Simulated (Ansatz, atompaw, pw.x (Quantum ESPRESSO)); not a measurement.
Equation-of-state test of one PAW (atompaw) potential (Ir)

| Item | Value |
| --- | --- |
| Element | Ir |
| Generator | atompaw 4.2.0.5 |
| Type | PAW |
| Functional | PBEsol |
| Relativity | scalar-relativistic |
| Frozen core | [Xe] 4f14 |
| Valence charge | 9 |
| Reference configuration | 5d7 6s2 6p0 |
| Partial waves | 6s (bound): rc 3.00 bohr; 6s channel at 0.3 Ry: rc 3.00 bohr; 6p (bound, empty): rc 3.00 bohr; 6p channel at 3.3 Ry: rc 3.00 bohr; 5d (bound): rc 3.00 bohr; 5d channel at 0.2 Ry: rc 3.00 bohr |
| Local potential | bessel scheme, radius 2.35 bohr |
| Core correction | smooth core density matched at 1.75 bohr |
| Augmentation charge | sinc compensation charge, radius 2.45 bohr; PAW radius 3.00 bohr; waves and projectors: custom rrkj vanderbiltortho |

Atomic tests: cutoffs needed: 10 Ry and 18 Ry (the cutoffs (Ry, on a coarse ladder) from which the occupation-weighted sum of valence levels, in a spherical-Bessel basis at the reference potential, stays within 10 and 1 mRy of its value at 400 Ry); ghost test: no extra level below or beside the all-electron valence levels (s, p, d, f tested) (spherical-Bessel basis up to 400 Ry, 20 bohr box); lowest eigenvalue of the overlap operator: 0.10 (d channel).

Crystal test: bcc Ir in pw.x 7.5, no spin, 15³ k-points, Fermi–Dirac smearing 0.01 Ry, cutoffs 40/400 Ry. The reference is all-electron LAPW (Ansatz 0.2.0) with the same functional, mesh and smearing; V0 and B0 come from Birch–Murnaghan fits to the pressures at five volumes. Errors are pseudo minus all-electron; Δ is the rms difference of the E(V) curves that follow from these fits, minima aligned, over ±6 % about the mean V0. Mesh and smearing are coarse, so the numbers serve the comparison and aren't converged zero-temperature values; the lattice is a test structure that the element need not adopt.

| V (Å³/atom) | P all-electron (GPa) | P pseudo (GPa) |
| --- | --- | --- |
| 13.847 | 20.24 | 39.35 |
| 14.212 | 9.56 | 25.12 |
| 14.576 | 0.36 | 13.13 |
| 14.940 | -7.55 | 2.97 |
| 15.305 | -14.36 | -5.57 |

All-electron: a0 = 3.079 Å (V0 = 14.59 Å³/atom), B0 = 339.1 GPa.

Pseudopotential: mean pressure error (GPa): +13.35; a0 (Å): 3.111; a0 error (%): +1.06; B0 error (%): +7.2; Δ (meV/atom): 37.6. The largest radius (3.00 bohr) exceeds half the bond length (2.52 bohr), so the spheres overlap, which is one possible source of error among others. This is a poor potential for the solid.

Question: At the middle volume, how do free energy and pressure move when the wave cutoff is lowered (ecutrho held at 400 Ry)?

Answer:

| cutoff (Ry) | shift of F (meV/atom) | shift of P (GPa) |
| --- | --- | --- |
| 18 | +97.4 | -5.12 |
| 24 | +39.8 | -0.61 |
| 32 | +4.0 | +0.21 |

The run at the middle volume (120 k-points, 11 iterations) took about 25 s on one core of a shared host (AMD EPYC 7R43 64-Core Processor, 256 threads, 1004 GiB, load 135).
